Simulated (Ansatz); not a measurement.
Basis-set extrapolation for H5OSi2 (`O[SiH2][SiH2]`) radical (PBE0-D4/def2-TZVP geometry, frozen core, Ansatz). Multiplicity 2, UHF reference.

```json
{"": "HF", "def2-TZVPP": "-655.697429", "def2-QZVPP": "-655.719309"}
{"": "MP2 correlation", "def2-TZVPP": "-0.471580", "def2-QZVPP": "-0.508921"}
{"": "CCSD(T) correlation", "def2-TZVPP": "-0.531003", "def2-QZVPP": "not run"}
```

Energies in hartree. Use E(X) = E(∞) + A·exp(−7.88·√X) for Hartree–Fock and E(X) = E(∞) + B·X^(−2.97) for correlation, with X = 3 and 4, and add CCSD(T) minus MP2 of the smaller set to the MP2 limit.

Q: What is the CCSD(T) energy at the basis-set limit?

A: HF limit: -655.719309 + (-0.021880) × 0.13774 = -655.72232. MP2 limit: -0.508921 + (-0.037341) × 0.74074 = -0.53658. Higher-order term: -0.531003 − (-0.471580) = -0.05942. Total: -656.31832 hartree, 236.0 kJ/mol below CCSD(T)/def2-TZVPP.
